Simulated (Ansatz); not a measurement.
# ClFHSi+: one structure at several levels

An exercise on one series of results from a longer session: the logs are not shown, and one member is left open.

Method: single points in def2-TZVPP; program: Ansatz 0.2.0, Gaussian basis.

Correlated methods freeze the cores.

### Starting geometry

SMILES `F[SiH+]Cl`, 4 atoms, charge 1, spin multiplicity 1.

Atoms are counted from 1 here; the program's logs count them from 0.

Bond lengths: F1–Si2 1.573 Å, Si2–Cl3 1.922 Å, Si2–H4 1.443 Å. Angles: F1–Si2–Cl3 115.1°, F1–Si2–H4 105.3°, Cl3–Si2–H4 139.5°.

As a file:

```xyz
4
ClFHSi
F     1.2518   -0.0856    0.7954
Si   -0.0726   -0.0851   -0.0535
Cl   -0.8044    1.6533   -0.4241
H    -0.3830   -1.4768   -0.2758
```

Set-up of the first run:

Contents of run/in.yaml:

```yaml
crystal:
  periodic: [false, false, false]
  atoms:
    - {symbol: F, position_ang: [1.251800, -0.085600, 0.795400]}
    - {symbol: Si, position_ang: [-0.072600, -0.085100, -0.053500]}
    - {symbol: Cl, position_ang: [-0.804400, 1.653300, -0.424100]}
    - {symbol: H, position_ang: [-0.383000, -1.476800, -0.275800]}
basis:
  gaussian: {orbitals: def2-TZVPP}
total_charge: 1
correlation: {method: ccsd_t}
output: {forces: true}
```

Launch:

```
> ansatz run in.yaml --threads 4 --pin off --events-out ev --progress --plain --max-ram 5222MiB
```

Among the steps run: CCSD(T)/def2-TZVPP; PBE0-D4/def2-TZVPP; wB97M-V/def2-TZVPP; r2SCAN-D4/def2-TZVPP; PBE-D4/def2-TZVPP; r2SCAN0-D4/def2-TZVPP; BHLYP-D4/def2-TZVPP.

One table of the session follows, with a row left open; its other results are not shown here.

```
    method  RMS force component (eV/Å)  angle to CCSD(T) forces (°)
   CCSD(T)                       0.847                    reference
   PBE0-D4                       0.840                          6.9
   wB97M-V                           ?                            ?
 r2SCAN-D4                       0.804                          4.5
    PBE-D4                       0.655                         19.7
r2SCAN0-D4                       0.961                         10.9
  BHLYP-D4                       1.017                         11.2
```

Estimate the missing values for wB97M-V.

As computed: RMS force component (eV/Å): 0.772; angle to CCSD(T) forces (°): 3.2. In the column «RMS force component (eV/Å)» it lies between PBE-D4 (0.655) and r2SCAN-D4 (0.804).
